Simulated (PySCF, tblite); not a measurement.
# C4H3OS radical: geometry, infrared bands and EPR parameters

What infrared bands and EPR parameters should C4H3OS radical (`Sc1cc[c]o1`) show?

Computed with tblite 0.8.0 and PySCF 2.14.0, with density-fitted response routines of our own, on a single molecule in the gas phase. Atoms are numbered from 0 throughout.

### 1 The starting structure

9 atoms, charge 0, multiplicity 2; geometry from: force field or distance geometry start.

Bonds of the start (Å): S0–C1 1.80, C1–C2 1.36, C2–C3 1.38, C3–C4 1.40, C4–O5 1.32, O5–C1 1.32, S0–H6 1.40, C2–H7 1.10, C3–H8 1.07.

### 2 Relaxing the molecule with GFN2-xTB

What the job is given:

```
{"job": {"kind": "relax", "xc": "GFN2-xTB", "basis": "xTB"}, "charge": 0, "multiplicity": 2}
S      2.353200     0.461800     0.015100
C      0.632300     0.007100     0.247700
C     -0.423800     0.555900    -0.419100
C     -1.595700    -0.034200     0.014900
C     -1.172300    -0.956300     0.979900
O      0.141400    -0.893000     1.072600
H      3.104200    -0.612500    -0.476600
H     -0.411000     1.344500    -1.182400
H     -2.614800     0.132600    -0.277200
```

Started as:

```sh
$ OMP_NUM_THREADS=1 python probes_run.py task.json out
```

The driver reads the jobs from task.json and runs them one after another.

What it wrote:

```text
step      E/eV     max force
  0    -469.60372    2.621
  1    -469.79163    1.131
  2    -469.83198    0.929
  3    -469.88225    0.699
  4    -469.94694    0.796
  5    -469.97749    0.469
  6    -469.99501    0.415
  7    -470.00178    0.325
  8    -470.00688    0.205
  9    -470.01073    0.177
 10    -470.01502    0.193
 11    -470.01871    0.213
 12    -470.02162    0.162
 13    -470.02357    0.113
 14    -470.02490    0.111
 15    -470.02577    0.087
 16    -470.02649    0.099
 17    -470.02746    0.112
 18    -470.02906    0.136
 19    -470.03142    0.169
 20    -470.03372    0.145
 21    -470.03513    0.104
 22    -470.03613    0.087
 23    -470.03700    0.089
 24    -470.03795    0.090
 25    -470.03900    0.092
 26    -470.04009    0.094
 27    -470.04127    0.085
 28    -470.04256    0.107
 29    -470.04387    0.107
 30    -470.04508    0.102
 31    -470.04621    0.110
 32    -470.04730    0.105
 33    -470.04790    0.206
 34    -470.04959    0.157
 35    -470.05138    0.154
 36    -470.05344    0.176
 37    -470.05532    0.183
 38    -470.05742    0.185
 39    -470.05994    0.149
 40    -470.06205    0.182
 41    -470.06010    0.369
 42    -470.06407    0.077
 43    -470.06437    0.041
 44    -470.06454    0.021
 45    -470.06457    0.019
 46    -470.06460    0.010
 47    -470.06461    0.004
```

Wall time 0.19 s (1 thread of Arm Neoverse V1, shared host).

The steps of the relaxation: (not every step is listed)

```csv
step,energy from step 0 (eV),largest force (eV/Å)
0,0.0000,2.6210
1,-0.1879,1.1312
2,-0.2283,0.9292
3,-0.2785,0.6987
4,-0.3432,0.7958
5,-0.3738,0.4693
6,-0.3913,0.4150
7,-0.3981,0.3250
8,-0.4032,0.2048
11,-0.4150,0.2128
14,-0.4212,0.1113
17,-0.4237,0.1125
20,-0.4300,0.1448
23,-0.4333,0.0888
26,-0.4364,0.0937
29,-0.4402,0.1070
32,-0.4436,0.1054
35,-0.4477,0.1545
38,-0.4537,0.1847
41,-0.4564,0.3686
42,-0.4604,0.0771
43,-0.4606,0.0413
44,-0.4608,0.0210
45,-0.4608,0.0189
46,-0.4609,0.0104
47,-0.4609,0.0044
```

Close pairs (by a distance rule), those that changed most:

```
 bond  before (Å)  after (Å)  change (Å)
S0–H6       1.400      1.334      -0.066
S0–C1       1.795      1.740      -0.056
C1–O5       1.316      1.358      +0.042
C3–C4       1.400      1.362      -0.038
C2–C3       1.382      1.419      +0.037
C2–H7       1.098      1.071      -0.027
C4–O5       1.318      1.328      +0.009
C1–C2       1.364      1.372      +0.007
```

The end geometry stands in the next job.

### 3 Infrared spectrum with GFN2-xTB

What the job is given:

```
{"job": {"kind": "ir", "xc": "GFN2-xTB", "basis": "xTB"}, "charge": 0, "multiplicity": 2}
S      2.343786     0.471677    -0.164881
C      0.665201     0.044174    -0.004438
C     -0.464370     0.649237    -0.493725
C     -1.558759    -0.076590     0.043853
C     -0.996924    -0.968844     0.906745
O      0.328750    -0.967467     0.837044
H      2.799547    -0.749170     0.119604
H     -0.504906     1.490503    -1.154769
H     -2.598763     0.112476    -0.114614
```

What it wrote:

```text
mode    cm-1     km/mol
  1     185.4     41.73
  2     203.9      3.48
  3     253.1      8.49
  4     469.2     13.26
  5     532.3     72.77
  6     572.1      2.56
  7     777.3     27.70
  8     808.6     88.43
  9     823.9     20.32
 10     849.8     21.90
 11     904.6     10.47
 12    1020.6     21.38
 13    1045.3     40.91
 14    1136.1      8.20
 15    1169.9     67.39
 16    1237.5    226.66
 17    1371.0     71.10
 18    1508.4      2.66
 19    2414.0     85.26
 20    3180.2      3.37
 21    3203.6      9.26
```

Run time: 0.18 s. Hardware: 1 thread of Arm Neoverse V1, shared host.

The strongest bands and the atoms that carry them (share of the mass-weighted mode):

```csv
cm⁻¹,km/mol,atoms
185,41.7,H6 91 %
532,72.8,"C4 43 %, C3 26 %, O5 11 %"
809,88.4,"H8 42 %, C4 20 %, C3 18 %"
1045,40.9,"H8 27 %, O5 24 %, C1 18 %, C4 14 %"
1170,67.4,"C4 38 %, O5 24 %, C2 15 %"
1238,226.7,"C3 37 %, C2 24 %, C1 16 %, H8 11 %"
1371,71.1,"C4 28 %, C3 24 %, C1 23 %, C2 16 %"
2414,85.3,H6 97 %
```

### 4 EPR parameters: B3LYP/pcH-1

Same as in step 3 but for these lines:

```diff
@@ -1,2 +1,2 @@
-{"job": {"kind": "ir", "xc": "GFN2-xTB", "basis": "xTB"}, "charge": 0, "multiplicity": 2}
+{"job": {"kind": "epr", "basis": "pcH-1"}, "charge": 0, "multiplicity": 2}
 S      2.343786     0.471677    -0.164881
```

Level: UKS B3LYP, pcH-1 on C H O S, non-relativistic, mean-field spin-orbit, GIAO.

What it wrote:

```text
UKS, coarse grid
  cycle   1  E = -627.42772957  |g| = 4.16e-01
  cycle   2  E = -627.12238926  |g| = 8.92e-01
  cycle   3  E = -627.50545796  |g| = 1.58e-01
  cycle   4  E = -627.51268662  |g| = 1.40e-01
  cycle   5  E = -627.52280745  |g| = 4.39e-02
  cycle   6  E = -627.52431318  |g| = 3.03e-02
  cycle   7  E = -627.52524680  |g| = 1.68e-02
  cycle   8  E = -627.52569353  |g| = 1.07e-02
  cycle   9  E = -627.52593314  |g| = 6.78e-03
  cycle  10  E = -627.52612116  |g| = 4.44e-03
  cycle  11  E = -627.52619569  |g| = 1.64e-03
  cycle  12  E = -627.52620341  |g| = 1.28e-03
  cycle  13  E = -627.52620625  |g| = 7.11e-04
UKS, final grid
  cycle   1  E = -627.52620610  |g| = 1.26e-03
  cycle   2  E = -627.52620326  |g| = 2.72e-03
  cycle   3  E = -627.52620701  |g| = 1.46e-04
  cycle   4  E = -627.52620703  |g| = 8.87e-05
  cycle   5  E = -627.52620705  |g| = 6.34e-05
  cycle   6  E = -627.52620705  |g| = 2.00e-05
E = -627.52620705 Eh   <S^2> = 0.7566 (exact 0.7500)
g shifts (ppm)      1          2          3
  rmc          -182       -182       -182
  gc             22          2        -14
  oz_so       -1609        187       1819
  total       -1768          8       1624
hyperfine (MHz)  atom isotope    a_iso     a_fc   dipolar eigenvalues
    0   33S       0.19       0.19     -4.69     -2.68      7.37
    1   13C      39.02      39.00     -9.90     -3.72     13.62
    2   13C      28.26      28.24     -5.55     -3.90      9.45
    3   13C      62.11      62.15    -19.28     -6.08     25.35
    4   13C     590.49     590.70    -73.23    -54.62    127.85
    5   17O    -104.52    -104.54    -11.82      4.74      7.09
    6    1H      -2.97      -2.98     -1.54     -0.50      2.03
    7    1H       7.95       7.94     -3.92     -1.60      5.52
    8    1H       5.60       5.61     -7.56     -5.06     12.62
```

Run time: 30 s. Hardware: 1 thread of Arm Neoverse V1, shared host; peak memory 0.66 GiB.

Principal g values 2.00055, 2.00233, 2.00394; g(iso) = 2.00227, against 2.00232 for a free electron.

Hyperfine couplings, nucleus by nucleus at this fixed geometry (no averaging over rotations):

```
nuclei  isotope  a(iso) (MHz)  a(iso) (G, at g = 2.0023)  largest dipolar term (MHz)
    C4      13C         590.5                      210.7                       127.9
    O5      17O        -104.5                      -37.3                       -11.8
    C3      13C          62.1                       22.2                        25.4
    C1      13C          39.0                       13.9                        13.6
    C2      13C          28.3                       10.1                         9.4
    H7       1H           7.9                        2.8                         5.5
    H8       1H           5.6                        2.0                        12.6
    H6       1H          -3.0                       -1.1                         2.0
    S0      33S           0.2                        0.1                         7.4
```

Mulliken spin populations:

| atom | value (e) |
| --- | --- |
| S0 | 0.03 |
| C1 | 0.03 |
| C2 | 0.06 |
| C3 | -0.03 |
| C4 | 0.92 |
| O5 | -0.01 |
| H6 | 0.00 |
| H7 | 0.00 |
| H8 | 0.00 |

In first order the couplings over 0.8 MHz of 1H give 8 distinct lines over 5.9 G.

Orbitals, density, ELF and potential are computed afterwards from the orbital file.

ELF in a plane through or near 9 of the atoms.

Values, 10 rows by 14 columns:
```
0.00 0.00 0.00 0.00 0.00 0.00 0.00 0.00 0.00 0.00 0.00 0.00 0.00 0.00
0.00 0.00 0.00 0.00 0.00 0.00 0.00 0.01 0.01 0.00 0.00 0.00 0.00 0.00
0.00 0.00 0.03 0.37 0.51 0.08 0.01 0.97 0.99 0.24 0.00 0.00 0.00 0.00
0.00 0.00 0.21 0.89 0.94 0.43 0.03 0.96 0.99 0.16 0.00 0.00 0.00 0.00
0.00 0.00 0.13 0.53 0.74 0.84 0.49 0.25 0.42 0.43 0.92 0.87 0.00 0.00
0.00 0.01 0.45 0.98 0.77 0.62 0.25 0.20 0.57 0.19 1.00 0.98 0.02 0.00
0.00 0.00 0.38 0.95 0.14 0.51 0.48 0.84 0.32 0.53 0.12 0.10 0.00 0.00
0.00 0.00 0.00 0.01 0.00 0.59 0.79 0.34 0.93 0.78 0.03 0.00 0.00 0.00
0.00 0.00 0.00 0.00 0.00 0.02 0.03 0.09 0.76 0.62 0.02 0.00 0.00 0.00
0.00 0.00 0.00 0.00 0.00 0.00 0.00 0.00 0.01 0.00 0.00 0.00 0.00 0.00
```
The map spans 10.9 Å across and 8.9 Å up, centred on the molecule. Atoms in the plane (x, y in Å): S0 (-2.3, 0.7), C1 (-0.7, 0.1), C2 (0.5, 0.8), C3 (1.5, -0.2), C4 (0.9, -1.4), O5 (-0.4, -1.2), H6 (-2.9, -0.4), H7 (0.7, 1.8), H8 (2.6, -0.1).

On the surface of density 0.002 e/bohr³ the electrostatic potential runs, from the 1st to the 99th percentile, from -0.65 V near C4 to 1.44 V near H6.

The spin density lies nearest to C4 76 %; C3 7 %.

### 5 Summary of results

| quantity | value |
| --- | --- |
| strongest single infrared mode (GFN2-xTB) | 1238 cm⁻¹, 227 km/mol |
| zero-point energy (GFN2-xTB) | 33.8 kcal/mol |
| g(iso) (B3LYP) | 2.00227 |
| ⟨S²⟩ | 0.757 (exact 0.75) |
| largest a(iso) | 13C on C4, 590.5 MHz |
| surface potential, 1st and 99th percentile | -0.65 V and 1.44 V |

In words: Relaxing lowered the energy by 0.461 eV in 47 steps; the close pair that moved most is S0–H6, from 1.400 to 1.334 Å. All 21 modes are real, so the xTB geometry is a minimum. The strongest single mode, at 1238 cm⁻¹, is carried by C3, C2, C1, H8. Unscaled tight-binding wavenumbers are off by several per cent, some by more. Its intensities can rank the bands wrongly. Most of the unpaired spin sits on C4 (0.92 e). The isotropic g lies 0.0 ppt below the free-electron value.
